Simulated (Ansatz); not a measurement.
# C2H3NO2: the cost of one run

Method: the settings change from run to run; program: Ansatz 0.2.0, Gaussian basis.

**1. The molecule**

An earlier PBE0-D4 in a triple-zeta def2 set relaxation fixed the geometry.

8 atoms, charge 0, spin multiplicity 1.

Atoms are counted from 1 here; the program's logs count them from 0.

Bond lengths: N1–C2 1.341 Å, N1–H6 1.006 Å, N1–H7 1.004 Å, C2–O3 1.211 Å, C2–C4 1.528 Å, C4–O5 1.198 Å, C4–H8 1.106 Å. Angles: C2–N1–H6 119.1°, C2–N1–H7 120.2°, H6–N1–H7 120.8°, N1–C2–O3 126.9°, N1–C2–C4 113.3°, O3–C2–C4 119.8°, C2–C4–O5 123.2°, C2–C4–H8 113.1°, O5–C4–H8 123.6°.

**2. MP2/aug-cc-pVTZ**

Options: a grid of angular degree 47, high accuracy.

Input file in.yaml:

```yaml
crystal:
  periodic: [false, false, false]
  atoms:
    - {symbol: N, position_ang: [-0.788282, -0.804724, 0.426652]}
    - {symbol: C, position_ang: [0.279377, -0.442166, -0.299924]}
    - {symbol: O, position_ang: [0.977930, -1.163938, -0.977229]}
    - {symbol: C, position_ang: [0.587091, 1.051799, -0.216799]}
    - {symbol: O, position_ang: [-0.062513, 1.820960, 0.433138]}
    - {symbol: H, position_ang: [-1.285694, -0.102662, 0.948449]}
    - {symbol: H, position_ang: [-1.083482, -1.764654, 0.446160]}
    - {symbol: H, position_ang: [1.467773, 1.348185, -0.816246]}
basis:
  gaussian: {orbitals: aug-cc-pVTZ, final_grid: {core_spheres: 20, valence_spheres: 16, degree: 47}}
hamiltonian: {xc: {name: HF}}
correlation: {method: mp2}
accuracy: high
```

Launch:

```console
> ansatz run in.yaml --threads 2 --pin off --events-out ev --progress --plain --max-ram 4352MiB
```

Q: Estimate wall time and peak memory on 2 threads of Arm Neoverse V1, shared host.

About 45 s, with a peak of 2.6 GiB.
